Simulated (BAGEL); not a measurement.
# One shape, several levels: CHClF2O (SMILES OC(F)(F)Cl)

Aim: a comparison of 3 runs (HF/STO-3G, HF/3-21G, HF/6-31G*) of CHClF2O. 

The calculation is run with BAGEL 1.2.2.

1 further run of the same task is left out (set aside as unsound or not needed). Runs told in other sessions of the task aren't counted.

## Step 1: Starting point

CHClF2O has 6 atoms, charge 0, and is taken as a singlet. As SMILES, `OC(F)(F)Cl`. The O1–C2 distance was set to 2.013 Å, away from the relaxed value. At this shape a bond of the SMILES string is far longer than usual.

Bond lengths: C2–F3 1.344 Å, C2–F4 1.344 Å, C2–Cl5 1.756 Å, O1–H6 0.967 Å. Angles: F3–C2–F4 105.8°, F3–C2–Cl5 109.4°, F4–C2–Cl5 109.4°. A long bond or contact: O1–C2 2.013 Å.

## Step 2: A single-point energy at HF/STO-3G (density fitting with qzvpp-jkfit) (run 1)

job.json

```json
{ "bagel" : [

{
  "title" : "molecule",
  "basis" : "sto-3g",
  "df_basis" : "qzvpp-jkfit",
  "angstrom" : true,
  "geometry" : [
    { "atom" : "O", "xyz" : [    0.150298,    0.488843,    1.692221 ] },
    { "atom" : "C", "xyz" : [    0.025500,    0.014400,   -0.260600 ] },
    { "atom" : "F", "xyz" : [   -1.234500,   -0.290400,   -0.615400 ] },
    { "atom" : "F", "xyz" : [    0.761100,   -1.071500,   -0.553600 ] },
    { "atom" : "Cl", "xyz" : [    0.588100,    1.375700,   -1.215700 ] },
    { "atom" : "H", "xyz" : [   -0.165202,   -0.264757,    2.208721 ] }
  ]
},
{ "title" : "hf" },
{ "title" : "print", "file" : "orbitals.molden", "orbitals" : true }

]}
```

The run is started by

```bash
$ BAGEL_NUM_THREADS=1 BAGEL job.json > job.out
```

Standard output:

```text
* using 1 threads per process

  ===============================================================
  ===============================================================

  *** Geometry ***

  { "atom" : "O", "xyz" : [      0.284022,      0.923779,      3.197834 ] },
  { "atom" : "C", "xyz" : [      0.048188,      0.027212,     -0.492463 ] },
  { "atom" : "F", "xyz" : [     -2.332867,     -0.548776,     -1.162937 ] },
  { "atom" : "F", "xyz" : [      1.438271,     -2.024842,     -1.046152 ] },
  { "atom" : "Cl", "xyz" : [      1.111348,      2.599696,     -2.297340 ] },
  { "atom" : "H", "xyz" : [     -0.312187,     -0.500318,      4.173878 ] },

  Number of auxiliary basis functions:      452

  Since a DF basis is specified, we compute 2- and 3-index integrals:
    o Being stored without compression. Storage requirement is 0.003 GB

  Number of basis functions:       30
  Number of electrons      :       50

    * METHOD: MOLECULE                             0.12

  *** RHF ***

  === Nuclear Repulsion ===
   231.3574722199

      * DIIS with orbital gradients will be used.

  === RHF iteration (sto-3g) ===
      0       -761.96741233          0.03635898           0.02
      1       -762.20154188          0.02416134           0.02
      2       -762.33528057          0.00142354           0.02
      3       -762.33624828          0.00052068           0.02
      4       -762.33637915          0.00014672           0.02
      5       -762.33639239          0.00004335           0.02
      6       -762.33639368          0.00001131           0.02
      7       -762.33639378          0.00000270           0.02
      8       -762.33639378          0.00000085           0.02
      9       -762.33639378          0.00000032           0.02
     10       -762.33639378          0.00000005           0.02
     11       -762.33639378          0.00000001           0.02
     12       -762.33639378          0.00000000           0.02
    * SCF iteration converged.

    * Permanent dipole moment:
           (    0.300454,     0.723429,    -0.480630) a.u.

    * METHOD: HF                                   0.29

    * METHOD: PRINT                                0.00

  ===============================================================
```

Wall time 0.54 s (1 thread of Arm Neoverse V2, shared host).

## Step 3: A single-point energy at HF/3-21G (density fitting with qzvpp-jkfit) (run 2)

calc.json

```json
{ "bagel" : [

{
  "title" : "molecule",
  "basis" : "3-21g",
  "df_basis" : "qzvpp-jkfit",
  "angstrom" : true,
  "geometry" : [
    { "atom" : "O", "xyz" : [    0.150298,    0.488843,    1.692221 ] },
    { "atom" : "C", "xyz" : [    0.025500,    0.014400,   -0.260600 ] },
    { "atom" : "F", "xyz" : [   -1.234500,   -0.290400,   -0.615400 ] },
    { "atom" : "F", "xyz" : [    0.761100,   -1.071500,   -0.553600 ] },
    { "atom" : "Cl", "xyz" : [    0.588100,    1.375700,   -1.215700 ] },
    { "atom" : "H", "xyz" : [   -0.165202,   -0.264757,    2.208721 ] }
  ]
},
{ "title" : "hf" },
{ "title" : "print", "file" : "orbitals.molden", "orbitals" : true }

]}
```

The run is started by

```bash
$ BAGEL_NUM_THREADS=1 BAGEL calc.json > calc.out
```

Standard output:

```text
* using 1 threads per process

  ===============================================================
  ===============================================================

  *** Geometry ***

  { "atom" : "O", "xyz" : [      0.284022,      0.923779,      3.197834 ] },
  { "atom" : "C", "xyz" : [      0.048188,      0.027212,     -0.492463 ] },
  { "atom" : "F", "xyz" : [     -2.332867,     -0.548776,     -1.162937 ] },
  { "atom" : "F", "xyz" : [      1.438271,     -2.024842,     -1.046152 ] },
  { "atom" : "Cl", "xyz" : [      1.111348,      2.599696,     -2.297340 ] },
  { "atom" : "H", "xyz" : [     -0.312187,     -0.500318,      4.173878 ] },

  Number of auxiliary basis functions:      452

  Since a DF basis is specified, we compute 2- and 3-index integrals:
    o Being stored without compression. Storage requirement is 0.009 GB

  Number of basis functions:       51
  Number of electrons      :       50

    * METHOD: MOLECULE                             0.12

  *** RHF ***

  === Nuclear Repulsion ===
   231.3574722199

      * DIIS with orbital gradients will be used.

  === RHF iteration (3-21g) ===
      0       -767.26865481          0.04050736           0.03
      1       -767.37906321          0.03675977           0.03
      2       -767.63199297          0.00266174           0.03
      3       -767.63468980          0.00144801           0.03
      4       -767.63534387          0.00031209           0.03
      5       -767.63542064          0.00010421           0.03
      6       -767.63542640          0.00003742           0.03
      7       -767.63542733          0.00000974           0.03
      8       -767.63542739          0.00000294           0.03
      9       -767.63542739          0.00000170           0.03
     10       -767.63542739          0.00000039           0.03
     11       -767.63542739          0.00000012           0.03
     12       -767.63542739          0.00000006           0.03
     13       -767.63542739          0.00000003           0.03
     14       -767.63542739          0.00000001           0.03
    * SCF iteration converged.

    * Permanent dipole moment:
           (    0.182355,     0.440045,    -0.220128) a.u.

    * METHOD: HF                                   0.56

    * METHOD: PRINT                                0.01

  ===============================================================
```

Run time: 0.83 s. Hardware: 1 thread of Arm Neoverse V2, shared host.

## Step 4: The energy at HF/6-31G(d) (density fitting with qzvpp-jkfit, spherical functions) (run 3)

job.json

```json
{ "bagel": [

{
  "title": "molecule",
  "basis": "6-31gs.json",
  "df_basis": "qzvpp-jkfit",
  "angstrom": true,
  "geometry": [
    { "atom": "O", "xyz": [    0.150298,    0.488843,    1.692221 ] },
    { "atom": "C", "xyz": [    0.025500,    0.014400,   -0.260600 ] },
    { "atom": "F", "xyz": [   -1.234500,   -0.290400,   -0.615400 ] },
    { "atom": "F", "xyz": [    0.761100,   -1.071500,   -0.553600 ] },
    { "atom": "Cl", "xyz": [    0.588100,    1.375700,   -1.215700 ] },
    { "atom": "H", "xyz": [   -0.165202,   -0.264757,    2.208721 ] }
  ]
},
{ "title": "hf" },
{ "title": "print", "file": "orbitals.molden", "orbitals": true }

]}
```

The basis set 6-31G* is read from a file made from the Basis Set Exchange's data (not shown).

The run is started by

```bash
$ BAGEL_NUM_THREADS=1 BAGEL job.json > job.out
```

Standard output:

```text
* using 1 threads per process

  ===============================================================
  ===============================================================

  *** Geometry ***

  { "atom" : "O", "xyz" : [      0.284022,      0.923779,      3.197834 ] },
  { "atom" : "C", "xyz" : [      0.048188,      0.027212,     -0.492463 ] },
  { "atom" : "F", "xyz" : [     -2.332867,     -0.548776,     -1.162937 ] },
  { "atom" : "F", "xyz" : [      1.438271,     -2.024842,     -1.046152 ] },
  { "atom" : "Cl", "xyz" : [      1.111348,      2.599696,     -2.297340 ] },
  { "atom" : "H", "xyz" : [     -0.312187,     -0.500318,      4.173878 ] },

  Number of auxiliary basis functions:      452

  Since a DF basis is specified, we compute 2- and 3-index integrals:
    o Being stored without compression. Storage requirement is 0.021 GB

  Number of basis functions:       76
  Number of electrons      :       50

    * METHOD: MOLECULE                             0.17

  *** RHF ***

  === Nuclear Repulsion ===
   231.3574722199

      * DIIS with orbital gradients will be used.

  === RHF iteration (6-31gs.json) ===
      0       -771.08883028          0.03175590           0.05
      1       -771.15316151          0.03062659           0.05
      2       -771.51168639          0.00255862           0.05
      3       -771.51578504          0.00120020           0.05
      4       -771.51678970          0.00030754           0.05
      5       -771.51690555          0.00013190           0.05
      6       -771.51692324          0.00005237           0.05
      7       -771.51692711          0.00001632           0.05
      8       -771.51692743          0.00000542           0.05
      9       -771.51692745          0.00000318           0.05
     10       -771.51692746          0.00000073           0.05
     11       -771.51692746          0.00000029           0.05
     12       -771.51692746          0.00000013           0.05
     13       -771.51692746          0.00000006           0.05
     14       -771.51692746          0.00000003           0.05
     15       -771.51692746          0.00000001           0.05
     16       -771.51692746          0.00000001           0.05
    * SCF iteration converged.

    * Permanent dipole moment:
           (    0.157537,     0.405396,     0.129568) a.u.

    * METHOD: HF                                   0.93

    * METHOD: PRINT                                0.01

  ===============================================================
```

It took 1.2 s on 1 thread of Arm Neoverse V2, shared host.

## Step 5: All runs side by side

| run | level | energy (Eh) | dipole moment (D) | HOMO energy (eV) | LUMO energy (eV) | wall time |
| --- | --- | --- | --- | --- | --- | --- |
| 1 | HF/STO-3G (density fitting with qzvpp-jkfit) | -762.336394 | 2.34 | -9.17 | 4.79 | 0.54 s |
| 2 | HF/3-21G (density fitting with qzvpp-jkfit) | -767.635427 | 1.33 | -12.40 | 1.62 | 0.83 s |
| 3 | HF/6-31G* (density fitting with qzvpp-jkfit, spherical functions) | -771.516927 | 1.15 | -12.58 | 1.56 | 1.2 s |

## Step 6: Summary of results

| quantity | value |
| --- | --- |
| run 3: total energy | -771.51693 Eh |
| run 3: dipole moment | 1.15 D |
| run 3: HOMO energy | -12.58 eV |
| run 3: LUMO energy | 1.56 eV |
| run 3: HOMO–LUMO gap | 14.14 eV |

**Reading.** The dipole moment (its size) runs from 1.15 D (HF/6-31G*) to 2.34 D (HF/STO-3G). The HOMO–LUMO gap runs from 13.96 eV (HF/STO-3G) to 14.14 eV (HF/6-31G*). In run 1 the basis is minimal, so the values are rough. In all runs a closed-shell determinant meets a far-stretched bond; if it breaks into open shells, such a determinant describes it badly, and no broken-symmetry solution was shown. All runs together took 2.6 s, the longest 1.2 s.
